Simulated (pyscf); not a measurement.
`[CH3][SiH2][Cl]` → `[SiH3][CH2][Cl]`, a concerted two-bond exchange (singlet surface; C–H, Cl–Si broken, C–Cl, H–Si formed). PySCF, gas phase, ωB97X-D3(BJ)/def2-SVP geometries. MP2 and CC: frozen core, UHF for open shells. ΔMP2 is the change of the MP2 total energy from the triple- to the quadruple-zeta basis. Energies in kJ/mol from the reactant's lowest minimum found.

Small-basis levels: PySCF, no dispersion term, spherical d functions. Cost: rough CPU time at the saddle relative to B3LYP/6-31G*, from one job on a shared machine.

```csv
level,barrier,reaction energy,cost
SVWN5/6-31G*,385.6,+165.9,1
BP86/6-31G*,377.8,+164.1,1
B3LYP/STO-3G,533.3,+160.2,0.6
B3LYP/3-21G,396.5,+154.6,0.7
B3LYP/LANL2DZ,394.8,+146.9,0.6
B3LYP/6-31G*,401.6,+168.0,1
B3LYP/6-311+G**,396.3,+166.7,2
CCSD(T)/def2-TZVPP + ΔMP2(QZVPP),419.5,+177.6,–
```

Against the last row the barrier runs from -41.7 (BP86/6-31G*) to +113.8 kJ/mol (B3LYP/STO-3G). CCSD(T)/def2-TZVPP + ΔMP2(QZVPP) has limits of its own. The same reactants have a lower exit, to H₃C–Si:–Cl [singlet] + H₂ (barrier +296.4 kJ/mol at ωB97M-D3(BJ)/def2-TZVP, against +418.0 kJ/mol here). This is the saddle that the search found; another between the same sides may lie lower. The CCSD(T) − MP2 part came from Ansatz, without density fitting, on the same reference.
